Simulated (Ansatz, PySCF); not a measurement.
Bond stretch in Li2, singlet.

UHF/cc-pVTZ (PySCF); RHF/cc-pVTZ (PySCF); UKS-BHandHLYP = unrestricted BHandHLYP/cc-pVTZ run with PySCF; RKS-BHandHLYP = restricted BHandHLYP/cc-pVTZ (PySCF); UKS-PBE0 = unrestricted PBE0/cc-pVTZ in PySCF; RKS-PBE0 = restricted PBE0/cc-pVTZ in PySCF; UKS-PBE = unrestricted PBE/cc-pVTZ (Ansatz, a quantum-chemistry and plane-wave program); RKS-PBE = restricted PBE/cc-pVTZ (Ansatz); UKS-B3LYP/6-31G* = unrestricted B3LYP/6-31G*, spherical d (PySCF); RKS-B3LYP/6-31G* = restricted B3LYP/6-31G*, spherical d in PySCF; UKS-B3LYP/3-21G = unrestricted B3LYP/3-21G in PySCF; RKS-B3LYP/3-21G = restricted B3LYP/3-21G (PySCF).

Scanned distances (Å): 2.07, 2.18, 2.35, 2.45, 2.62, 2.68, 2.74, 2.85, 2.92, 2.96, 3.12, 3.41, 3.74, 4.09, 4.59, 5.01, 5.48, 6.10, 6.68, 7.36, 8.25.

Question: Where does the unrestricted solution first break spin symmetry (<S²> of 0.01 or more)?

Answer: UHF: already at 2.07 Å; UKS-BHandHLYP: between 3.41 and 3.74 Å; UKS-PBE0: between 3.12 and 3.41 Å; UKS-PBE: between 3.12 and 3.41 Å; UKS-B3LYP/6-31G*: between 3.41 and 3.74 Å; UKS-B3LYP/3-21G: between 3.74 and 4.09 Å.

| R / Å | <S²> UHF | E(RHF) − E(UHF) / kcal/mol | <S²> UKS-BHandHLYP | E(RKS-BHandHLYP) − E(UKS-BHandHLYP) / kcal/mol | <S²> UKS-PBE0 | E(RKS-PBE0) − E(UKS-PBE0) / kcal/mol | <S²> UKS-PBE | E(RKS-PBE) − E(UKS-PBE) / kcal/mol | <S²> UKS-B3LYP/6-31G* | E(RKS-B3LYP/6-31G*) − E(UKS-B3LYP/6-31G*) / kcal/mol | <S²> UKS-B3LYP/3-21G | E(RKS-B3LYP/3-21G) − E(UKS-B3LYP/3-21G) / kcal/mol |
|---|---|---|---|---|---|---|---|---|---|---|---|---|
| 2.07 | 0.56 | 3.5 | 0.00 | 0.0 | 0.00 | 0.0 | 0.00 | 0.0 | 0.00 | 0.0 | 0.00 | 0.0 |
| 2.18 | 0.51 | 2.7 | 0.00 | 0.0 | 0.00 | 0.0 | 0.00 | 0.0 | 0.00 | 0.0 | 0.00 | 0.0 |
| 2.35 | 0.44 | 1.8 | 0.00 | 0.0 | 0.00 | 0.0 | 0.00 | 0.0 | 0.00 | 0.0 | 0.00 | 0.0 |
| 2.45 | 0.40 | 1.4 | 0.00 | 0.0 | 0.00 | 0.0 | 0.00 | 0.0 | 0.00 | 0.0 | 0.00 | 0.0 |
| 2.62 | 0.34 | 0.9 | 0.00 | 0.0 | 0.00 | 0.0 | 0.00 | 0.0 | 0.00 | 0.0 | 0.00 | 0.0 |
| 2.68 | 0.31 | 0.8 | 0.00 | 0.0 | 0.00 | 0.0 | 0.00 | 0.0 | 0.00 | 0.0 | 0.00 | 0.0 |
| 2.74 | 0.29 | 0.7 | 0.00 | 0.0 | 0.00 | 0.0 | 0.00 | 0.0 | 0.00 | 0.0 | 0.00 | 0.0 |
| 2.85 | 0.31 | 0.7 | 0.00 | 0.0 | 0.00 | 0.0 | 0.00 | 0.0 | 0.00 | 0.0 | 0.00 | 0.0 |
| 2.92 | 0.36 | 1.0 | 0.00 | 0.0 | 0.00 | 0.0 | 0.00 | 0.0 | 0.00 | 0.0 | 0.00 | 0.0 |
| 2.96 | 0.39 | 1.2 | 0.00 | 0.0 | 0.00 | 0.0 | 0.00 | 0.0 | 0.00 | 0.0 | 0.00 | 0.0 |
| 3.12 | 0.48 | 2.1 | 0.00 | 0.0 | 0.00 | 0.0 | 0.00 | 0.0 | 0.00 | 0.0 | 0.00 | 0.0 |
| 3.41 | 0.63 | 4.2 | 0.00 | 0.0 | 0.14 | 0.1 | 0.05 | 0.0 | 0.00 | 0.0 | 0.00 | 0.0 |
| 3.74 | 0.75 | 7.4 | 0.25 | 0.2 | 0.36 | 0.8 | 0.24 | 0.3 | 0.09 | 0.0 | 0.00 | 0.0 |
| 4.09 | 0.84 | 11.4 | 0.55 | 1.6 | 0.55 | 2.1 | 0.43 | 1.0 | 0.43 | 0.7 | 0.35 | 0.4 |
| 4.59 | 0.92 | 17.4 | 0.78 | 4.7 | 0.76 | 4.6 | 0.67 | 2.5 | 0.72 | 2.8 | 0.68 | 2.2 |
| 5.01 | 0.96 | 22.3 | 0.89 | 7.8 | 0.87 | 7.1 | 0.81 | 4.1 | 0.85 | 4.9 | 0.83 | 4.2 |
| 5.48 | 0.98 | 27.4 | 0.95 | 11.1 | 0.94 | 9.9 | 0.92 | 6.0 | 0.93 | 7.4 | 0.92 | 6.5 |
| 6.10 | 0.99 | 33.2 | 0.98 | 15.0 | 0.98 | 13.3 | 0.98 | 8.3 | 0.98 | 10.2 | 0.97 | 9.3 |
| 6.68 | 1.00 | 37.7 | 0.99 | 18.0 | 0.99 | 15.9 | 0.99 | 10.1 | 0.99 | 12.3 | 0.99 | 11.3 |
| 7.36 | 1.00 | 42.0 | 1.00 | 20.7 | 1.00 | 18.2 | 1.00 | 11.5 | 1.00 | 14.0 | 1.00 | 13.0 |
| 8.25 | 1.00 | 46.3 | 1.00 | 23.1 | 1.00 | 20.1 | 1.00 | 12.5 | 1.00 | 15.6 | 1.00 | 14.4 |
